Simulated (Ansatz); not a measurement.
Input file for Ansatz (a quantum-chemistry and plane-wave program): R-RI-MP2/aug-cc-pVTZ on CH4O (SMILES CO) with ghost functions. Files ending in .json are basis or fitting sets from the Basis Set Exchange.

Ansatz 0.2 input:
```yaml
crystal:
  periodic: [false, false, false]
  atoms:
    - {symbol: O, position_ang: [-1.12946822, 0.44835894, -0.00357302]}
    - {symbol: H, position_ang: [-0.16519922, 0.41588694, -0.00321902]}
    - {symbol: C, position_ang: [-1.59089722, -0.88709306, 0.00469998]}
    - {symbol: H, position_ang: [-2.67718322, -0.85570606, 0.00383698]}
    - {symbol: H, position_ang: [-1.26887222, -1.44657706, -0.87682902]}
    - {symbol: H, position_ang: [-1.26993422, -1.43527206, 0.89369298]}
basis:
  gaussian:
    orbitals: aug-cc-pVTZ
    fitting: {mean_field: def2-universal-JKFIT, correlation: aug-cc-pVTZ-RIFIT.json}
    ghost_atoms:
      - {symbol: O, position_ang: [2.31507778, 0.33449094, -0.00055702]}
      - {symbol: H, position_ang: [2.75428278, 0.72264294, -0.76043002]}
      - {symbol: H, position_ang: [2.75296278, 0.73709494, 0.75253298]}
magnetization: {spin_polarized: false}
correlation: {method: mp2, electrons: outside_noble_gas}
scf: {lower_state_search: off}
```

The log:

```
WARN ansatz: RAYON_NUM_THREADS=1 ignored (pool sized by the plan → 1); use --threads N
Functional definition: HF
these checks for a lower state are left out or cut short: stability, starts, cluster_reference, orbital_swaps, neighbouring_geometries, increment
integrals: 0.23 GiB planned
337 factors; integrals over basis functions are off by at most 9.6e-1 eV
mean field: 0.40 GiB planned
mean field evaluation 1: about -3129.8765 eV, gradient 3.1e1 eV
mean field evaluation 2: about -3131.2827 eV, gradient 1.8e1 eV
mean field evaluation 4: about -3131.8090 eV, gradient 6.7e-1 eV
mean field -3131.81060710 eV, -115.0919169935 hartree, gradient 1.4e-6 eV, S^2 0.000000; 0 other end points of the search recorded, 0 dependent functions left out
2 core orbitals not correlated
594 factors; their error is unknown
reference -3131.81060710 eV, -115.0919169935 hartree; 7, 7 occupied and 267, 267 virtual orbitals, 594 factors
second order -11.89212987 eV of doubles, -0.00000000 eV of singles
Total energy: -3143.70273698 eV, -115.5289447056 hartree
Checks for a lower state left out: stability, starts, cluster_reference, orbital_swaps, neighbouring_geometries, increment
```

The run converged.

Cost: very roughly 0.9 core-seconds.
